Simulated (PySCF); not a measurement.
carbon monosulfide, CS, SMILES [C-]#[S+], point group C∞v.

Level: PBE0/pcSseg-2 in PySCF (density fitting, grid level 2); geometry and Hessian at that level, cubic constants and property derivatives from steps of ±0.6 along each species' dimensionless normal coordinates, second-order vibrational perturbation theory. The parent has the commonest isotopes.

Equilibrium geometry (Å):

```
atom        x        y        z
  C1   0.7701  -0.0131  -0.0095
  S2  -0.7590   0.0182  -0.0471
```

An isotope shift is δ(isotopologue) − δ(parent), that is, the negative of the change in the averaged GIAO shielding; n counts bonds from the nearest label (0: the labelled atom itself). These are computed values; those of heavy atoms are rounded to 5 ppb, about the numerical noise.

(1) What isotope shifts arise with ¹³C at 1?

(2) What isotope shifts arise with ³⁴S at 2?

(3) What isotope shifts arise with ¹³C at 1, ³⁴S at 2?

## Answers

(1) 
```json
{"nucleus": "C1", "n": "0", "0 K (ppb)": "-70", "100 K (ppb)": "-70"}
{"nucleus": "S2", "n": "1", "0 K (ppb)": "-235", "100 K (ppb)": "-235"}
```

(2) 
```tsv
nucleus	n	0 K (ppb)	100 K (ppb)
S2	0	-65	-65
C1	1	-20	-20
```

(3) 
| nucleus | n | 0 K (ppb) | 100 K (ppb) |
| --- | --- | --- | --- |
| C1 | 0 | -90 | -90 |
| S2 | 0 | -305 | -305 |
